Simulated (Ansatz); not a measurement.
Input for Ansatz (development build ahead of 0.2.0):

```yaml
crystal:
  periodic: [false, false, false]
  atoms:
    - { symbol: H, position_ang: [-1.47704, -0.40565, -0.59732] }
    - { symbol: "N", position_ang: [-0.82438, -0.30416, 0.19259] }
    - { symbol: "N", position_ang: [-2.46159, -0.84874, 2.80408] }
    - { symbol: H, position_ang: [-1.80892, -0.74726, 3.59398] }
basis:
  gaussian: { orbitals: STO-3G }
hamiltonian:
  xc: hf
correlation:
  method: fci
  frozen_orbitals: { H: 0, "N": 1 }
```

The input is written out in the form of the current development build from the run's settings.

Output:

| Quantity | Value |
| --- | --- |
| Converged | yes |
| Reference energy | -108.26839 hartree |
| Correlation energy | -0.30008 hartree |
| Total energy | -108.56846 hartree |
| State | lowest singlet root, of any spatial symmetry |
